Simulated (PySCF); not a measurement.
## Unknown compound

The spectra below were simulated for a compound C2HF.

¹H NMR (300 MHz, computed): δ 0.73 (m, 1H).

¹³C{¹H} NMR (computed): δ 97.9 (C), 17.4 (CH).

- geometry from GFN2-xTB
- shieldings: GIAO PBE0/pcSseg-1
- run in PySCF
- one computed conformer, no solvent, no relativistic terms

Scale: TMS for ¹H (31.72 ppm) and ¹³C (186.93 ppm) (reference shieldings calculated alike).

What is the structure?

Answers


1. The formula gives 2 degrees of unsaturation (no ring in the answer).
2. 2 carbon signals for 2 carbons: no two carbons are equivalent.
3. Carbon types of the structure: 1 × C, 1 × CH, which accounts for all hydrogens.
4. δC 97.9: alkyne carbon; sp carbons lie upfield of alkene carbons because the cylindrical π system leaves one tensor component strongly shielded.
5. δC 17.4: terminal alkyne carbon; the triple bond shields along its axis, which puts it between sp3 and sp2 carbons.
6. δH 0.73: hydrogen on a terminal alkyne carbon; it lies on the axis of the triple bond, in its shielding cone.

Structure: Fluoroacetylene.

Splittings by ¹⁹F in the carbon and heteronuclear signals aren't shown, as no couplings were computed. Shifts are as computed. Against solution values, carbons near 30 ppm lie about +3 ppm off and those near 130 ppm about +5 ppm. Of 246 compounds with measured shifts, 49 miss one by over three times the rms of a fit or turn the order of signals round; such compounds aren't used in these exercises.
